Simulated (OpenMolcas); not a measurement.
# AlH2Cl (SMILES [H][Al]([H])[Cl]), step by step

Wanted: the energy (UHF/STO-3G), then the energy (CASSCF(2,2)/STO-3G), then a single-point energy (CASPT2(2,2)/STO-3G), then a single-point energy (SC-NEVPT2(2,2)/STO-3G), then the energy (MRCI(2,2)/STO-3G) of AlH2Cl. 

The results are computed with OpenMolcas 26.06.

3 further runs of the same task are left out: 1 that didn't finish, 2 set aside as unsound or not needed.

## 1. Starting point

The species is AlH2Cl (4 atoms), meant as a singlet with charge 0. SMILES: `[H][Al]([H])[Cl]`. The Al1–H2 distance was set to 2.306 Å, away from the relaxed value. At this shape a bond of the SMILES string is far longer than usual.

Bond lengths: Al1–Cl4 2.014 Å, Al1–H3 1.538 Å. Angles: H3–Al1–Cl4 121.9°.

## 2. The energy at UHF/STO-3G (run 1)

Input file step1.input:

```
>>> EXPORT MOLCAS_PRINT=2

&GATEWAY
  BasLib=$CurrDir
  Coord
  4
  angstrom
  Al      -0.718818       0.069645      -0.009955
  H        1.587020       0.109500       0.013310
  H       -1.419688       1.438155      -0.027255
  Cl      -1.754308      -1.657165       0.000645
  Basis=STO-3G
  Group=NoSym

&SEWARD

&SCF
  UHF
  Scramble=0.25
  PrOrbitals=1 1
```

The basis set STO-3G is read from a file made from the Basis Set Exchange's data (not shown).

Launch:

```console
export MOLCAS_MEM=1860
pymolcas step1.input > step1.log
```

The program printed:

```text
--- Start Module: gateway ---
[...]
--- Stop Module: gateway /rc=_RC_ALL_IS_WELL_ ---
--- Start Module: seward ---
[...]
      Basis functions           20
--- Stop Module: seward /rc=_RC_ALL_IS_WELL_ ---
--- Start Module: scf ---
[...]
       Convergence after  21 Iterations
[...]
::    Total SCF energy                               -694.6999570406
[...]
      Total spin, S                                     0.4018471294
[...]
      Total electronic charge=   32.000000
      Total            charge=   -0.000000
[...]
      Dipole Moment (debye):
      Origin of the operator (angstrom)=   -1.2596   -0.8522   -0.0041
                   X=  1.2602E+00               Y=  2.1326E+00               Z= -2.2126E-02           Total=  2.4772E+00
      Quadrupole Moment (debye*angstrom):
[...]
--- Stop Module: scf /rc=_RC_ALL_IS_WELL_ ---
[...]
```

Wall time 1.5 s (1 thread of AMD EPYC 9R45 (Zen 5), shared host); peak memory 0.37 GiB.

## 3. A single-point energy at CASSCF(2,2)/STO-3G (run 2)

Input file step2.inp:

```
&GATEWAY
BasLib=$CurrDir
Coord
4
angstrom
Al      -0.718818       0.069645      -0.009955
H        1.587020       0.109500       0.013310
H       -1.419688       1.438155      -0.027255
Cl      -1.754308      -1.657165       0.000645
Basis=STO-3G
Group=NoSym
&SEWARD
&RASSCF
FileOrb=$CurrDir/step1.UnaOrb
Spin=1
Nactel=2 0 0
Inactive=15
Ras2=2
OrbListing=Nothing
OrbAppear=Compact
```

The basis set STO-3G is read from a file made from the Basis Set Exchange's data (not shown).

Launch:

```console
export MOLCAS_MEM=1860
pymolcas step2.inp > step2.log
```

The program printed:

```text
--- Start Module: gateway ---
[...]
--- Stop Module: gateway /rc=_RC_ALL_IS_WELL_ ---
--- Start Module: seward ---
[...]
      Basis functions           20
--- Stop Module: seward /rc=_RC_ALL_IS_WELL_ ---
--- Start Module: rasscf ---
[...]
      Number of active orbitals                  2
[...]
      Spin quantum number                      0.0
[...]
      Active orbitals                            2
[...]
      Number of CSFs                             3
[...]
      Number of root(s) required                 1
[...]
      Convergence after  8 iterations
[...]
      printout of CI-coefficients larger than  0.05 for root  1
      energy=    -694.735133
      conf/sym  11     Coeff  Weight
             1  20   0.95136 0.90509
             3  02  -0.30808 0.09491
      Natural orbitals and occupation numbers for root  1
      sym 1:   1.810174   0.189826
      ************************************************************************************************************************
      *                                                    Final results                                                     *
[...]
::    RASSCF root number  1 Total energy:   -694.73513303
[...]
      Total electronic charge=   32.000000
      Total            charge=   -0.000000
[...]
      Dipole Moment (debye):
      Origin of the operator (angstrom)=   -1.2596   -0.8522   -0.0041
                   X=  1.2027E+00               Y=  2.0971E+00               Z= -2.3421E-02           Total=  2.4176E+00
      Quadrupole Moment (debye*angstrom):
[...]
--- Stop Module: rasscf /rc=_RC_ALL_IS_WELL_ ---
[...]
```

Run time: 1.4 s. Hardware: 1 thread of AMD EPYC 9R45 (Zen 5), shared host; peak memory 0.37 GiB.

## 4. The energy at CASPT2(2,2)/STO-3G (run 3)

Input file step3.input:

```
&gateway
baslib=$CurrDir
coord
4
angstrom
Al      -0.718818       0.069645      -0.009955
H        1.587020       0.109500       0.013310
H       -1.419688       1.438155      -0.027255
Cl      -1.754308      -1.657165       0.000645
basis=STO-3G
group=NoSym
&seward
&rasscf
fileorb=$CurrDir/step2.RasOrb
spin=1
nactel=2 0 0
inactive=15
ras2=2
orblisting=Nothing
orbappear=Compact
&caspt2
imaginary=0.1
frozen=10
```

The basis set STO-3G is read from a file made from the Basis Set Exchange's data (not shown).

Launch:

```console
export MOLCAS_MEM=1860
pymolcas step3.input > step3.log
```

The program printed:

```text
--- Start Module: gateway ---
[...]
--- Stop Module: gateway /rc=_RC_ALL_IS_WELL_ ---
[...]
      Basis functions           20
[...]
--- Start Module: rasscf ---
[...]
      Number of active orbitals                  2
[...]
      Spin quantum number                      0.0
[...]
      Active orbitals                            2
[...]
      Number of CSFs                             3
[...]
      Number of root(s) required                 1
[...]
      Convergence after  4 iterations
[...]
      printout of CI-coefficients larger than  0.05 for root  1
      energy=    -694.735133
      conf/sym  11     Coeff  Weight
             1  20   0.95136 0.90509
             3  02  -0.30808 0.09491
      Natural orbitals and occupation numbers for root  1
      sym 1:   1.810174   0.189826
      ************************************************************************************************************************
      *                                                    Final results                                                     *
[...]
::    RASSCF root number  1 Total energy:   -694.73513303
[...]
      Total electronic charge=   32.000000
      Total            charge=   -0.000000
[...]
      Dipole Moment (debye):
      Origin of the operator (angstrom)=   -1.2596   -0.8522   -0.0041
                   X=  1.2027E+00               Y=  2.0971E+00               Z= -2.3430E-02           Total=  2.4176E+00
      Quadrupole Moment (debye*angstrom):
[...]
--- Stop Module: rasscf /rc=_RC_ALL_IS_WELL_ ---
--- Start Module: caspt2 ---
[...]
      E2 (Variational):          -0.0226239917
      Total energy:            -694.7577570221
[...]
      Reference weight:           0.98731
[...]
::    CASPT2 Root  1     Total energy:   -694.75775702
[...]
--- Stop Module: caspt2 /rc=_RC_ALL_IS_WELL_ ---
[...]
```

Run time: 1.4 s. Hardware: 1 thread of AMD EPYC 9R45 (Zen 5), shared host; peak memory 0.37 GiB.

## 5. A single-point energy at SC-NEVPT2(2,2)/STO-3G (run 4)

Input file step4.input:

```
&GATEWAY
BasLib=$CurrDir
Coord
4
angstrom
Al      -0.718818       0.069645      -0.009955
H        1.587020       0.109500       0.013310
H       -1.419688       1.438155      -0.027255
Cl      -1.754308      -1.657165       0.000645
Basis=STO-3G
Group=NoSym
&SEWARD
&RASSCF
FileOrb=$CurrDir/step2.RasOrb
Spin=1
Nactel=2 0 0
Inactive=15
Ras2=2
OrbListing=Nothing
OrbAppear=Compact
&CASPT2
SC-NEVPT2
Frozen=10
```

The basis set STO-3G is read from a file made from the Basis Set Exchange's data (not shown).

Launch:

```console
export MOLCAS_MEM=1860
pymolcas step4.input > step4.log
```

The program printed:

```text
--- Start Module: gateway ---
[...]
--- Stop Module: gateway /rc=_RC_ALL_IS_WELL_ ---
[...]
      Basis functions           20
[...]
--- Start Module: rasscf ---
[...]
      Number of active orbitals                  2
[...]
      Spin quantum number                      0.0
[...]
      Active orbitals                            2
[...]
      Number of CSFs                             3
[...]
      Number of root(s) required                 1
[...]
      Convergence after  4 iterations
[...]
      printout of CI-coefficients larger than  0.05 for root  1
      energy=    -694.735133
      conf/sym  11     Coeff  Weight
             1  20   0.95136 0.90509
             3  02  -0.30808 0.09491
      Natural orbitals and occupation numbers for root  1
      sym 1:   1.810174   0.189826
      ************************************************************************************************************************
      *                                                    Final results                                                     *
[...]
::    RASSCF root number  1 Total energy:   -694.73513303
[...]
      Total electronic charge=   32.000000
      Total            charge=   -0.000000
[...]
      Dipole Moment (debye):
      Origin of the operator (angstrom)=   -1.2596   -0.8522   -0.0041
                   X=  1.2027E+00               Y=  2.0971E+00               Z= -2.3430E-02           Total=  2.4176E+00
      Quadrupole Moment (debye*angstrom):
[...]
--- Stop Module: rasscf /rc=_RC_ALL_IS_WELL_ ---
--- Start Module: caspt2 ---
[...]
      E2 (Variational):          -0.0218980720
[...]
      E2 (Variational):          -0.0218825088
      Total energy:            -694.7570155392
[...]
      Reference weight:           0.98807
[...]
::    SC-NEVPT2 Root  1     Total energy:   -694.75701554
[...]
--- Stop Module: caspt2 /rc=_RC_ALL_IS_WELL_ ---
[...]
```

Wall time 1.4 s (1 thread of AMD EPYC 9R45 (Zen 5), shared host); peak memory 0.37 GiB.

## 6. A single-point energy at MRCI(2,2)/STO-3G (run 5)

Input file step5.inp:

```
&GATEWAY
  BASLIB=$CurrDir
  COORD
  4
  angstrom
  Al      -0.718818       0.069645      -0.009955
  H        1.587020       0.109500       0.013310
  H       -1.419688       1.438155      -0.027255
  Cl      -1.754308      -1.657165       0.000645
  BASIS=STO-3G
  GROUP=NoSym

&SEWARD

&RASSCF
  FILEORB=$CurrDir/step2.RasOrb
  SPIN=1
  NACTEL=2 0 0
  INACTIVE=15
  RAS2=2
  ORBLISTING=Nothing
  ORBAPPEAR=Compact

&MOTRA
  LUMORB
  FROZEN=10

&GUGA
  ELECTRONS=12
  SPIN=1
  INACTIVE=5
  ACTIVE=2
  CIALL=1

&MRCI
  SDCI
```

The basis set STO-3G is read from a file made from the Basis Set Exchange's data (not shown).

Launch:

```console
export MOLCAS_MEM=1860
pymolcas step5.inp > step5.log
```

The program printed:

```text
--- Start Module: gateway ---
[...]
--- Stop Module: gateway /rc=_RC_ALL_IS_WELL_ ---
[...]
      Basis functions           20
[...]
      Number of active orbitals                  2
[...]
      Spin quantum number                      0.0
[...]
      Active orbitals                            2
[...]
      Number of CSFs                             3
[...]
      Number of root(s) required                 1
[...]
      Convergence after  4 iterations
[...]
      printout of CI-coefficients larger than  0.05 for root  1
      energy=    -694.735133
      conf/sym  11     Coeff  Weight
             1  20   0.95136 0.90509
             3  02  -0.30808 0.09491
      Natural orbitals and occupation numbers for root  1
      sym 1:   1.810174   0.189826
      ************************************************************************************************************************
      *                                                    Final results                                                     *
[...]
::    RASSCF root number  1 Total energy:   -694.73513303
[...]
      Dipole Moment (debye):
      Origin of the operator (angstrom)=   -1.2596   -0.8522   -0.0041
                   X=  1.2027E+00               Y=  2.0971E+00               Z= -2.3430E-02           Total=  2.4176E+00
      Quadrupole Moment (debye*angstrom):
[...]
--- Start Module: guga ---
[...]
--- Stop Module: guga /rc=_RC_ALL_IS_WELL_ ---
[...]
       (But an ACPF correction will be computed)
       USE THE DEFAULT ACPF G-VALUE GFAC=  0.16666666666666666
[...]
                      CI ENERGY:  -694.76644615
[...]
                ACPF CORRECTION:    -0.00071063
[...]
      Total electronic charge=   32.000000
      Total            charge=   -0.000000
[...]
     ACPF CORRECTION:     -0.00071063
[...]
  CI State   1     Total energy:   -694.76644615     QDav:     -0.00085664     QACPF:     -0.00071063
[...]
```

Wall time 1.6 s (1 thread of AMD EPYC 9R45 (Zen 5), shared host); peak memory 0.37 GiB.

## 7. Results

| quantity | value |
| --- | --- |
| run 1, UHF/STO-3G: total energy | -694.69996 Eh |
| run 1, UHF/STO-3G: dipole moment | 2.48 D |
| run 1, UHF/STO-3G: HOMO energy | -6.07 eV |
| run 1, UHF/STO-3G: LUMO energy | 6.90 eV |
| run 1, UHF/STO-3G: HOMO–LUMO gap | 12.97 eV |
| run 1, UHF/STO-3G: ⟨S²⟩ | 0.563 |
| run 2, CASSCF(2,2)/STO-3G: total energy | -694.73513 Eh |
| run 2, CASSCF(2,2)/STO-3G: dipole moment (CASSCF density) | 2.42 D |
| run 3, CASPT2(2,2)/STO-3G: total energy | -694.75776 Eh |
| run 3, CASPT2(2,2)/STO-3G: dipole moment (CASSCF density) | 2.42 D |
| run 4, SC-NEVPT2(2,2)/STO-3G: total energy | -694.75702 Eh |
| run 4, SC-NEVPT2(2,2)/STO-3G: dipole moment (CASSCF density) | 2.42 D |
| run 5, MRCI(2,2)/STO-3G: total energy | -694.76645 Eh |
| run 5, MRCI(2,2)/STO-3G: dipole moment (CASSCF density) | 2.42 D |

What this shows: ⟨S²⟩ (run 1, UHF/STO-3G) is 0.56 where a pure singlet has 0.00: the reference is spin-contaminated. Mulliken charges (run 1, UHF/STO-3G) run from -0.50 on Cl4 to +0.89 on Al1; they depend strongly on the basis. Mulliken charges (run 2, CASSCF(2,2)/STO-3G) run from -0.50 on Cl4 to +0.89 on Al1; they depend strongly on the basis.
